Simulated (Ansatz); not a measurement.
C4H6, SMILES C(=C)C=C (connectivity only; charge and spin as stated), charge +1, multiplicity 2.

The structure is a stationary point at PBE-D3(BJ)/def2-SVP. The spin state was assumed, not searched. Other conformers were not sampled.

Two levels are set side by side: PBE/def2-SVPD (Ansatz, a first-principles code) and PBE0/def2-SVPD (Ansatz). Energy differences of separate SCF runs at the same geometry; the states with an electron removed or added have multiplicity 1 and 1. Differences are taken from unrounded values.

```csv
quantity,PBE0,PBE,PBE minus PBE0
vertical ionisation energy (eV),16.03,16.01,-0.02
vertical electron affinity (eV),8.54,8.62,0.08
```

Here PBE gives about what the other level gives.
